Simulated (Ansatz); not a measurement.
The input, for Ansatz 0.2.0:

```yaml
crystal:
  periodic: [false, false, false]
  atoms:
    - {symbol: Ge, position_ang: [0.000000, -0.086054, 0.763499]}
    - {symbol: B, position_ang: [0.000000, 1.232394, -0.645353]}
    - {symbol: Si, position_ang: [0.000000, -0.251817, -1.726289]}
basis:
  gaussian: {orbitals: cc-pVDZ}
magnetization: {spin_polarized: false, initial_magnetization: 3}
correlation: {method: bccd_t, electrons: outside_noble_gas}
```

```sh
$ ansatz run in.yaml --threads 1 --pin off --events-out ev --progress --plain --max-ram 2393MiB
```

Output:

```
647 factors; integrals over basis functions are off by at most 7.1e-4 eV
mean field evaluation 1: about -65000.2346 eV, gradient 1.2e1 eV
mean field evaluation 2: about -65000.4012 eV, gradient 1.2e1 eV
mean field evaluation 4: about -65001.5622 eV, gradient 2.4e0 eV
mean field evaluation 8: about -65001.7413 eV, gradient 8.9e-1 eV
mean field evaluation 16: about -65001.7813 eV, gradient 8.0e-3 eV
mean field evaluation 32: about -64999.3625 eV, gradient 1.2e1 eV
mean field evaluation 64: about -64998.9203 eV, gradient 1.2e1 eV
mean field evaluation 96: about -65001.4936 eV, gradient 4.2e-1 eV
mean field evaluation 128: about -65001.7811 eV, gradient 7.0e-2 eV
mean field evaluation 160: about -65001.5328 eV, gradient 1.7e0 eV
...
cycle   3  -6.65630945 eV  change    4.5e-3 eV  update   3.9e-3
cycle   4  -6.65277925 eV  change    3.5e-3 eV  update   2.4e-3
cycle   5  -6.65360866 eV  change   -8.3e-4 eV  update   1.4e-3
cycle   6  -6.65332186 eV  change    2.9e-4 eV  update   8.3e-4
cycle   7  -6.65287657 eV  change    4.5e-4 eV  update   4.4e-4
cycle   8  -6.65284863 eV  change    2.8e-5 eV  update   2.2e-4
cycle   9  -6.65283823 eV  change    1.0e-5 eV  update   1.0e-4
cycle  10  -6.65284708 eV  change   -8.8e-6 eV  update   3.9e-5
cycle  11  -6.65285859 eV  change   -1.2e-5 eV  update   1.9e-5
cycle  12  -6.65285218 eV  change    6.4e-6 eV  update   8.7e-6
perturbative correction -0.48163937 eV, -0.0176999202 hartree
Total energy: -65008.91583442 eV, -2389.0335922890 hartree
```

Ran on 1 thread of Arm Neoverse V1, shared host: 50 s wall, 0.16 GiB peak host memory.
